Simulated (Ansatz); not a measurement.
**Al2HO (quartet): wave-function methods side by side, cc-pVTZ**

One table from this session's results is given with a row withheld; the runs are named, their logs left out.

The runs use Ansatz 0.2.0, Gaussian basis; cc-pVTZ, core rule «outside noble gas», up to 11 orbitals frozen.

The runs, in order: UHF; CCSD(T) on ROHF; CCSD(T) on UHF; BCCD(T) on ROHF; CCSDT(Q) on ROHF; CCSDT(Q) on UHF.

7 further runs of the same task are left out: 2 for a known fault of the program, 5 set aside as unsound or not needed.

## What is computed

The geometry is a PBE0/def2-TZVP stationary point (not a proven minimum).

4 atoms, charge 0, spin multiplicity 4.

Atoms are counted from 1 here; the program's logs count them from 0.

Bond lengths: Al1–Al2 2.344 Å, Al2–O3 1.647 Å, O3–H4 0.946 Å. Angles: Al1–Al2–O3 180.0°, Al2–O3–H4 180.0°.

The first run:

Input file in.yaml:

```yaml
crystal:
  periodic: [false, false, false]
  atoms:
    - {symbol: Al, position_ang: [0.000000, 0.000000, -2.818500]}
    - {symbol: Al, position_ang: [0.000000, 0.000000, -0.474100]}
    - {symbol: O, position_ang: [0.000000, 0.000000, 1.173400]}
    - {symbol: H, position_ang: [0.000000, 0.000000, 2.119200]}
basis:
  gaussian: {orbitals: cc-pVTZ}
magnetization: {spin_polarized: true, initial_magnetization: 3}
hamiltonian: {xc: hf}
output: {orbitals: {seedname: orbitals}}
```

Launch:

```bash
$ ansatz run in.yaml --threads 1 --pin off --events-out ev --progress --plain --max-ram 2560MiB --backend cpu
```

Among the steps run: UHF; CCSD(T) on ROHF; CCSD(T) on UHF; BCCD(T) on ROHF; CCSDT(Q) on ROHF; CCSDT(Q) on UHF.

One of the session's tables, all rows but one given; the rest of the session is left out.

| method | from UCCSDT(Q) (kJ/mol) |
| --- | --- |
| ROHF | +981.9 |
| UHF | +976.0 |
| RMP2 | +90.6 |
| UMP2 | +92.0 |
| RCCSD | +45.0 |
| UCCSD | +44.7 |
| RCCSD(T) | +5.8 |
| UCCSD(T) | +5.8 |
| BCCD(T) | +5.5 |
| RCCSDT | +2.5 |
| UCCSDT | +2.3 |
| RCCSDT(Q) | ? |
| UCCSDT(Q) | 0 |

Q: Estimate the row for RCCSDT(Q) from the others.

As computed: from UCCSDT(Q) (kJ/mol): +0.3. In the column «from UCCSDT(Q) (kJ/mol)» it lies between UCCSDT(Q) (0) and UCCSDT (+2.3).

With the free atoms at the same levels and basis (separate runs), the atomisation energy is 9.400 eV at UCCSDT(Q), 9.379 eV at RCCSD(T), 9.376 eV at UCCSD(T), 6.890 eV at ROHF.

Limits of these values: Restricted and unrestricted rows rest on different reference determinants; where their highest levels disagree by more than a few hundredths of an eV, they describe different states and don't form one ladder.
